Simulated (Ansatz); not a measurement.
**SiH2O: geometry and frequencies at several levels**

Wanted for SiH2O: geometry and frequencies at several levels.

Computed with Ansatz 0.2.0 (the levels named in each step, unless a step's input says otherwise).

**1. The structure to begin with**

Bond lengths: O1–Si2 1.504 Å, Si2–H3 1.456 Å, Si2–H4 1.456 Å. Angles: O1–Si2–H3 124.9°, O1–Si2–H4 124.9°, H3–Si2–H4 110.3°.

As a file:

```xyz
4

O     0.9416   -0.3832   -0.0624
Si   -0.4489    0.1828    0.0298
H    -1.6540   -0.4909   -0.4327
H    -0.7823    1.4828    0.5943
```

**2. A rough first relaxation, PBE-D4/def2-SVP**

input.yaml

```yaml
crystal:
  periodic: [false, false, false]
  atoms:
    - { symbol: O, position_ang: [0.94156, -0.38324, -0.06243] }
    - { symbol: Si, position_ang: [-0.44892, 0.18277, 0.02978] }
    - { symbol: H, position_ang: [-1.654, -0.49095, -0.43269] }
    - { symbol: H, position_ang: [-0.78235, 1.48279, 0.59433] }
basis:
  gaussian: { orbitals: def2-SVP }
hamiltonian:
  xc: pbe
  dispersion: d4
relax:
  f_tol: 0.03
  max_steps: 200
```

The run is started by

```bash
> ansatz run input.yaml --threads 2 --pin off --max-ram 5120MiB --backend cpu --events-out ev --progress --plain --runs-dir out
```

The program printed, shortened:

```text
Warning: RAYON_NUM_THREADS=2 ignored (pool sized by the plan → 2); use --threads N
[...]
Functional definition: PBE
[...]
455 factors; their error is unknown
[...]
mean field -9945.97947637 eV, -365.5080041296 hartree, gradient 3.2e-5 eV, S^2 0.000000; 0 other end points of the search recorded, 0 dependent functions left out
[...]
reference -9945.97950185 eV, -365.5080050661 hartree; 12, 12 occupied and 30, 30 virtual orbitals, 455 factors
relax step   1: F+E_penalty+E_count = -9946.02410499 eV  Δ(F+E_penalty+E_count) = +0.000e0 eV  max|allowed force component| = 2.607e0 eV/Å  Δτ_max = 0.0000 Å  (23 SCF iters, accepted)
[...]
relax step   3: F+E_penalty+E_count = -9946.13720238 eV  Δ(F+E_penalty+E_count) = -1.931e-2 eV  max|allowed force component| = 1.088e-1 eV/Å  Δτ_max = 0.0177 Å  (25 SCF iters, accepted)
[...]
relax step   4: F+E_penalty+E_count = -9946.13733913 eV  Δ(F+E_penalty+E_count) = -1.368e-4 eV  max|allowed force component| = 4.603e-3 eV/Å  Δτ_max = 0.0016 Å  (16 SCF iters, accepted)
455 factors; their error is unknown
mean field -9946.09305236 eV, -365.5121779702 hartree, gradient 7.2e-5 eV, S^2 0.000000; 1 other end points of the search recorded, 0 dependent functions left out
[...]
reference -9946.09307765 eV, -365.5121788998 hartree; 12, 12 occupied and 30, 30 virtual orbitals, 455 factors
Total energy: -9946.13736443 eV, -365.5138064087 hartree
Atom 0 at     0.980356    -0.399028    -0.065073 Å, force     0.003504    -0.001665     0.000218 eV/Å
Atom 1 at    -0.454660     0.185035     0.030324 Å, force    -0.004603     0.002546    -0.000974 eV/Å
Atom 2 at    -1.689785    -0.527847    -0.454355 Å, force     0.000596    -0.000337     0.000432 eV/Å
Atom 3 at    -0.779621     1.533210     0.618094 Å, force     0.000502    -0.000544     0.000324 eV/Å
Dipole moment:    -0.593400     0.241482     0.039518 e Å
```

Run time: 1.7 s. Hardware: 2 threads of Arm Neoverse V2, shared host; peak memory 0.097 GiB.

Relaxation path:

| step | energy from step 1 (eV) | largest force component (eV/Å) |
| --- | --- | --- |
| 1 | 0.0000 | 2.6068 |
| 2 | -0.0938 | 1.2012 |
| 3 | -0.1131 | 0.1088 |
| 4 | -0.1132 | 0.0046 |

Step 1 is the start.

Before: Bond lengths: O1–Si2 1.504 Å, Si2–H3 1.456 Å, Si2–H4 1.456 Å. Angles: O1–Si2–H3 124.9°, O1–Si2–H4 124.9°, H3–Si2–H4 110.3°.

After: Bond lengths: O1–Si2 1.552 Å, Si2–H3 1.506 Å, Si2–H4 1.506 Å. Angles: O1–Si2–H3 124.1°, O1–Si2–H4 124.1°, H3–Si2–H4 111.9°.

**3. Relaxation, PBE0-D4/def2-TZVPP**

input.yaml

```yaml
crystal:
  periodic: [false, false, false]
  atoms:
    - { symbol: O, position_ang: [0.98035604, -0.39902831, -0.06507337] }
    - { symbol: Si, position_ang: [-0.45466008, 0.18503512, 0.03032419] }
    - { symbol: H, position_ang: [-1.68978506, -0.52784664, -0.45435473] }
    - { symbol: H, position_ang: [-0.7796209, 1.53320982, 0.61809392] }
basis:
  gaussian: { orbitals: def2-TZVPP }
hamiltonian:
  xc: pbe0
  dispersion: d4
relax:
  f_tol: 0.002
  max_steps: 150
```

The run is started by

```bash
> ansatz run input.yaml --threads 2 --pin off --max-ram 5120MiB --backend cpu --events-out ev --progress --plain --runs-dir out
```

The program printed, shortened:

```text
Warning: RAYON_NUM_THREADS=2 ignored (pool sized by the plan → 2); use --threads N
[...]
Functional definition: PBE0
[...]
560 factors; their error is unknown
[...]
mean field -9952.19683813 eV, -365.7364879601 hartree, gradient 1.1e-5 eV, S^2 0.000000; 0 other end points of the search recorded, 0 dependent functions left out
[...]
reference -9952.19686274 eV, -365.7364888645 hartree; 12, 12 occupied and 89, 89 virtual orbitals, 560 factors
relax step   1: F+E_penalty+E_count = -9952.23323817 eV  Δ(F+E_penalty+E_count) = +0.000e0 eV  max|allowed force component| = 1.818e0 eV/Å  Δτ_max = 0.0000 Å  (27 SCF iters, accepted)
[...]
relax step   4: F+E_penalty+E_count = -9952.27877305 eV  Δ(F+E_penalty+E_count) = +8.772e-6 eV  max|allowed force component| = 3.082e-2 eV/Å  Δτ_max = 0.0055 Å  (29 SCF iters, rejected (line search))
[...]
relax step   5: F+E_penalty+E_count = -9952.27885514 eV  Δ(F+E_penalty+E_count) = -7.332e-5 eV  max|allowed force component| = 1.171e-3 eV/Å  Δτ_max = 0.0020 Å  (29 SCF iters, accepted)
560 factors; their error is unknown
[...]
mean field -9952.24230574 eV, -365.7381588638 hartree, gradient 3.0e-5 eV, S^2 0.000000; 1 other end points of the search recorded, 0 dependent functions left out
[...]
reference -9952.24233031 eV, -365.7381597667 hartree; 12, 12 occupied and 89, 89 virtual orbitals, 560 factors
Total energy: -9952.27887971 eV, -365.7395029324 hartree
Atom 0 at     0.948993    -0.386281    -0.062955 Å, force    -0.000472     0.000214    -0.000011 eV/Å
Atom 1 at    -0.451701     0.183916     0.029964 Å, force     0.001171    -0.000539     0.000042 eV/Å
Atom 2 at    -1.669428    -0.519722    -0.447981 Å, force    -0.000216     0.000465     0.000142 eV/Å
Atom 3 at    -0.771574     1.513457     0.609962 Å, force    -0.000484    -0.000140    -0.000173 eV/Å
Dipole moment:    -0.709135     0.288679     0.047037 e Å
```

It took 4.9 s on 2 threads of Arm Neoverse V2, shared host; peak memory 0.14 GiB.

The steps of the relaxation:

```
step  E - E(step 1) (eV)  largest force component (eV/Å)
   1              0.0000                          1.8175
   2             -0.0366                          0.8972
   3             -0.0455                          0.0601
   4             -0.0455                          0.0308
   5             -0.0456                          0.0012
```

Step 1 is the start. Step 4 was tried and not accepted.

Before: Bond lengths: O1–Si2 1.552 Å, Si2–H3 1.506 Å, Si2–H4 1.506 Å. Angles: O1–Si2–H3 124.1°, O1–Si2–H4 124.1°, H3–Si2–H4 111.9°.

After: Bond lengths: O1–Si2 1.515 Å, Si2–H3 1.485 Å, Si2–H4 1.485 Å. Angles: O1–Si2–H3 124.0°, O1–Si2–H4 124.0°, H3–Si2–H4 111.9°.

**4. Relaxation, CCSD(T)/cc-pV(T+d)Z**

input.yaml

```yaml
crystal:
  periodic: [false, false, false]
  atoms:
    - { symbol: O, position_ang: [0.94899302, -0.38628053, -0.06295495] }
    - { symbol: Si, position_ang: [-0.45170067, 0.18391558, 0.02996397] }
    - { symbol: H, position_ang: [-1.66942808, -0.51972221, -0.44798107] }
    - { symbol: H, position_ang: [-0.77157428, 1.51345715, 0.60996206] }
basis:
  gaussian: { orbitals: "cc-pV(T+d)Z.json" }
correlation:
  method: ccsd_t
relax:
  f_tol: 0.002
  max_steps: 40
```

The run is started by

```bash
> ansatz run input.yaml --threads 2 --pin off --max-ram 5120MiB --backend cpu --events-out ev --progress --plain --runs-dir out
```

The program printed, shortened:

```text
Warning: RAYON_NUM_THREADS=2 ignored (pool sized by the plan → 2); use --threads N
[...]
Functional definition: HF
[...]
667 factors; integrals over basis functions are off by at most 3.7e-4 eV
[...]
mean field -9931.80430083 eV, -364.9870760366 hartree, gradient 2.0e-6 eV, S^2 0.000000; 0 other end points of the search recorded, 0 dependent functions left out
6 core orbitals not correlated: weight in the atoms' cores, before any rotation towards them, 1.000 or more for the frozen orbitals, at most 0.000 for the correlated occupied ones
reference -9931.80430083 eV, -364.9870760366 hartree; 6, 6 occupied and 85, 85 virtual orbitals, 667 factors
second order -9.83451635 eV of doubles, -0.00000000 eV of singles
cycle   1  -9.67178247 eV  change    1.6e-1 eV  update   1.1e-1
[...]
perturbative correction -0.42852137 eV, -0.0157478698 hartree
[...]
6 core orbitals not correlated: weight in the atoms' cores, before any rotation towards them, 1.000 or more for the frozen orbitals, at most 0.000 for the correlated occupied ones
reference -9931.78943457 eV, -364.9865297118 hartree; 6, 6 occupied and 85, 85 virtual orbitals, 667 factors
second order -9.85617720 eV of doubles, -0.00000000 eV of singles
[...]
cycle  11  -10.12959247 eV  change    7.0e-8 eV  update   5.8e-6
perturbative correction -0.43228969 eV, -0.0158863530 hartree
[...]
Total energy: -9942.35131673 eV, -365.3746717222 hartree
Atom 0 at     0.956271    -0.389223    -0.063476 Å, force    -0.000555     0.000226     0.000037 eV/Å
Atom 1 at    -0.452431     0.184207     0.030024 Å, force     0.000074    -0.000031    -0.000004 eV/Å
Atom 2 at    -1.669220    -0.510512    -0.443648 Å, force     0.000362     0.000177     0.000127 eV/Å
Atom 3 at    -0.778330     1.506898     0.606090 Å, force     0.000119    -0.000372    -0.000159 eV/Å
Dipole moment:    -0.669520     0.272537     0.044438 e Å
```

Wall time 48 s (2 threads of Arm Neoverse V2, shared host); peak memory 0.46 GiB.

Relaxation path:

| step | energy from step 1 (eV) | largest force component (eV/Å) |
| --- | --- | --- |
| 1 | 0.0000 | 0.5196 |
| 2 | -0.0025 | 0.2433 |
| 3 | -0.0030 | 0.0838 |
| 4 | -0.0031 | 0.0112 |
| 5 | -0.0031 | 0.0006 |

Step 1 is the start.

Before: Bond lengths: O1–Si2 1.515 Å, Si2–H3 1.485 Å, Si2–H4 1.485 Å. Angles: O1–Si2–H3 124.0°, O1–Si2–H4 124.0°, H3–Si2–H4 111.9°.

After: Bond lengths: O1–Si2 1.524 Å, Si2–H3 1.479 Å, Si2–H4 1.479 Å. Angles: O1–Si2–H3 124.3°, O1–Si2–H4 124.3°, H3–Si2–H4 111.3°.

**5. Frequencies, CCSD(T)/cc-pV(T+d)Z**

input.yaml

```yaml
crystal:
  periodic: [false, false, false]
  atoms:
    - { symbol: O, position_ang: [0.95627095, -0.38922343, -0.06347589] }
    - { symbol: Si, position_ang: [-0.45243074, 0.18420679, 0.03002394] }
    - { symbol: H, position_ang: [-1.66922008, -0.51051161, -0.44364784] }
    - { symbol: H, position_ang: [-0.77833014, 1.50689825, 0.60608979] }
basis:
  gaussian: { orbitals: "cc-pV(T+d)Z.json" }
correlation:
  method: ccsd_t
phonons: {}
```

The run is started by

```bash
> ansatz run input.yaml --threads 2 --pin off --max-ram 5120MiB --backend cpu --events-out ev --progress --plain --runs-dir out
```

The program printed, shortened:

```text
Warning: RAYON_NUM_THREADS=2 ignored (pool sized by the plan → 2); use --threads N
[...]
[... 1 set-up line as earlier in the session ...]
[...]
667 factors; integrals over basis functions are off by at most 5.8e-4 eV
[...]
mean field -9931.78943457 eV, -364.9865297117 hartree, gradient 2.2e-6 eV, S^2 0.000000; 0 other end points of the search recorded, 0 dependent functions left out
6 core orbitals not correlated: weight in the atoms' cores, before any rotation towards them, 1.000 or more for the frozen orbitals, at most 0.000 for the correlated occupied ones
reference -9931.78943457 eV, -364.9865297117 hartree; 6, 6 occupied and 85, 85 virtual orbitals, 667 factors
second order -9.85617718 eV of doubles, -0.00000000 eV of singles
cycle   1  -9.68059798 eV  change    1.8e-1 eV  update   1.1e-1
[...]
perturbative correction -0.43229017 eV, -0.0158863708 hartree
[...]
667 factors; integrals over basis functions are off by at most 5.8e-4 eV
[...]
6 core orbitals not correlated: weight in the atoms' cores, before any rotation towards them, 1.000 or more for the frozen orbitals, at most 0.000 for the correlated occupied ones
reference -9931.78908147 eV, -364.9865167355 hartree; 6, 6 occupied and 85, 85 virtual orbitals, 667 factors
second order -9.85637798 eV of doubles, -0.00000000 eV of singles
[...]
cycle  12  -10.12985691 eV  change   -6.7e-6 eV  update   2.1e-6
perturbative correction -0.43236277 eV, -0.0158890387 hartree
[...]
Total energy: -9942.35132368 eV, -365.3746719776 hartree
Atom 0 at     0.956271    -0.389223    -0.063476 Å, force    -0.000554     0.000226     0.000037 eV/Å
Atom 1 at    -0.452431     0.184207     0.030024 Å, force     0.000072    -0.000029    -0.000005 eV/Å
Atom 2 at    -1.669220    -0.510512    -0.443648 Å, force     0.000362     0.000177     0.000127 eV/Å
Atom 3 at    -0.778330     1.506898     0.606090 Å, force     0.000120    -0.000373    -0.000159 eV/Å
Dipole moment:    -0.669520     0.272537     0.044438 e Å
Vibrations: 684.81 701.06 1013.83 1215.58 2241.82 2254.69 cm⁻¹, zero-point energy 0.502867 eV
```

It took 71 s on 2 threads of Arm Neoverse V2, shared host; peak memory 0.46 GiB.

Harmonic frequencies (cm⁻¹; negative: imaginary): 685, 701, 1014, 1216, 2242, 2255.

**6. Relaxation, CCSD(T)/cc-pwCVTZ, all electrons**

input.yaml, as its differences from that of step 5:

```diff
@@ -8,5 +8,8 @@
 basis:
-  gaussian: { orbitals: "cc-pV(T+d)Z.json" }
+  gaussian: { orbitals: cc-pwCVTZ.json }
 correlation:
   method: ccsd_t
-phonons: {}
+  frozen_orbitals: { H: 0, O: 0, Si: 0 }
+relax:
+  f_tol: 0.002
+  max_steps: 40
```

The run is started by

```bash
> ansatz run input.yaml --threads 2 --pin off --max-ram 5120MiB --backend cpu --events-out ev --progress --plain --runs-dir out
```

The program printed, shortened:

```text
Warning: RAYON_NUM_THREADS=2 ignored (pool sized by the plan → 2); use --threads N
[...]
[... 1 set-up line as earlier in the session ...]
[...]
838 factors; integrals over basis functions are off by at most 4.6e-4 eV
[...]
mean field -9931.84146487 eV, -364.9884417901 hartree, gradient 1.0e-6 eV, S^2 0.000000; 0 other end points of the search recorded, 0 dependent functions left out
reference -9931.84146487 eV, -364.9884417901 hartree; 12, 12 occupied and 118, 118 virtual orbitals, 838 factors
second order -19.11769169 eV of doubles, -0.00000000 eV of singles
cycle   1  -18.93466651 eV  change    1.8e-1 eV  update   1.1e-1
[...]
perturbative correction -0.53659041 eV, -0.0197193338 hartree
[...]
relax step   1: F+E_penalty+E_count = -9951.81407194 eV  Δ(F+E_penalty+E_count) = +0.000e0 eV  max|allowed force component| = 3.844e-1 eV/Å  Δτ_max = 0.0000 Å  (54 SCF iters, accepted)
[...]
838 factors; integrals over basis functions are off by at most 4.6e-4 eV
mean field -9931.86067696 eV, -364.9891478215 hartree, gradient 2.4e-6 eV, S^2 0.000000; 1 other end points of the search recorded, 0 dependent functions left out
[...]
reference -9931.86067696 eV, -364.9891478215 hartree; 12, 12 occupied and 118, 118 virtual orbitals, 838 factors
second order -19.10006127 eV of doubles, -0.00000000 eV of singles
[...]
cycle  12  -19.42336073 eV  change   -8.0e-6 eV  update   2.4e-6
perturbative correction -0.53212647 eV, -0.0195552871 hartree
[...]
Total energy: -9951.81616416 eV, -365.7224984498 hartree
Atom 0 at     0.949127    -0.386315    -0.063002 Å, force    -0.000176     0.000072     0.000012 eV/Å
Atom 1 at    -0.452710     0.184320     0.030042 Å, force     0.000903    -0.000368    -0.000060 eV/Å
Atom 2 at    -1.664244    -0.509159    -0.442404 Å, force    -0.000319     0.000249     0.000077 eV/Å
Atom 3 at    -0.775883     1.502523     0.604353 Å, force    -0.000408     0.000047    -0.000029 eV/Å
Dipole moment:    -0.670894     0.273096     0.044530 e Å
```

Wall time 8.5 min (2 threads of Arm Neoverse V2, shared host); peak memory 1.3 GiB.

Step by step:

```
step  energy from step 1 (eV)  largest force component (eV/Å)
   1                   0.0000                          0.3844
   2                  -0.0017                          0.1881
   3                  -0.0021                          0.0030
   4                  -0.0021                          0.0009
```

Step 1 is the start.

Before: Bond lengths: O1–Si2 1.524 Å, Si2–H3 1.479 Å, Si2–H4 1.479 Å. Angles: O1–Si2–H3 124.3°, O1–Si2–H4 124.3°, H3–Si2–H4 111.3°.

After: Bond lengths: O1–Si2 1.516 Å, Si2–H3 1.474 Å, Si2–H4 1.474 Å. Angles: O1–Si2–H3 124.3°, O1–Si2–H4 124.3°, H3–Si2–H4 111.4°.

**7. Geometries side by side**

| level | O1–Si2 (Å) | rotational constants (MHz) | dipole (D) | highest frequency (cm⁻¹) | CPU time |
| --- | --- | --- | --- | --- | --- |
| PBE0-D4/def2-TZVPP | 1.5152 | 165520, 18685, 16789 | 3.68 | - | 9.2 s |
| CCSD(T)/cc-pV(T+d)Z | 1.5238 | 168120, 18480, 16650 | 3.48 | 2255 | 94 s |
| CCSD(T)/cc-pwCVTZ, all electrons | 1.5164 | 169070, 18663, 16807 | 3.49 | - | 17 min |

Constants are for the commonest isotopes at the equilibrium geometry; times are CPU times of the relaxations.

**8. What came out**

| quantity | value |
| --- | --- |
| O1–Si2 at CCSD(T)/cc-pwCVTZ, all electrons | 1.516 Å |
| frequencies at CCSD(T)/cc-pV(T+d)Z | 685 to 2255 cm⁻¹ |

The O–Si distance spreads over 0.009 Å, from PBE0-D4/def2-TZVPP (shortest) to CCSD(T)/cc-pV(T+d)Z. No mode is imaginary, so the geometry is a minimum. A T1 diagnostic of 0.022 (charge +0) lies over the usual mark for one of the runs, a hint of some multireference character there.
